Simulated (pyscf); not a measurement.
boric acid (HO–B(OH)–OH) + silane (SiH₄) → silanol (HO–SiH₃) + HO–BH–OH (four-centre exchange; singlet surface; B–O, H–Si broken, O–Si, B–H formed). Optimised with ωB97X-D3(BJ)/def2-SVP in PySCF. Energies in kcal/mol from the separated reactants.

```tsv
level	barrier	reaction energy
ωB97X-D3(BJ)/def2-TZVP	30.7	+9.5
PBE/def2-TZVP	…	+10.3
r²SCAN/def2-TZVP	…	…
PBE0-D3(BJ)/def2-TZVP	29.4	+11.1
ωB97M-D3(BJ)/def2-TZVP	31.9	+10.0
HF/def2-TZVP	49.0	+10.9
```

Task: Some entries are withheld; supply them.

Result: 
- PBE/def2-TZVP, barrier: 29.7
- r²SCAN/def2-TZVP, barrier: 29.8
- r²SCAN/def2-TZVP, reaction energy: +10.6

The functionals in the table span 2.5 kcal/mol in this barrier, from PBE0-D3(BJ) to ωB97M-D3(BJ)/def2-TZVP. On the product side the descent ends in a complex (not fully relaxed), 5.9 kcal/mol under the separated species and 27.1 kcal/mol under the saddle at ωB97X-D3(BJ)/def2-TZVP. The products may also form a dative adduct at HO–BH–OH; it and routes through it were not searched. One saddle was located; it need not be the lowest between these sides.
